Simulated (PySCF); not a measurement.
Gas-phase reaction: 3 SiHCl + 2 SiH4 ⇌ i-Si4H10 + SiHCl3

Energies from PySCF, thermal terms from the rigid-rotor harmonic-oscillator model, ideal gas at 1 bar. † marks an energy on the PBE0/def2-TZVP geometry and frequencies; other levels use their own. 6-31G* has spherical d functions here. All species are closed-shell singlets. B3LYP is the form with VWN-RPA correlation. SiHCl: computed as isolated molecules; such fragments, hydroxides, amides, oligomers or adducts are transient or little studied in the gas.

| level | ΔH°(298 K), kJ |
|---|---|
| B3LYP/6-31G* | -517 |
| HF/def2-TZVP† | -514 |
| PBE0/def2-TZVP | -615 |
| r2SCAN/def2-TZVP† | … |
| LDA/def2-TZVP† | … |
| ωB97M-V/def2-TZVP† | … |

Q: Some entries are withheld; supply them.

A: 
- r2SCAN/def2-TZVP†, ΔH°(298 K), kJ: -643
- LDA/def2-TZVP†, ΔH°(298 K), kJ: -678
- ωB97M-V/def2-TZVP†, ΔH°(298 K), kJ: -558
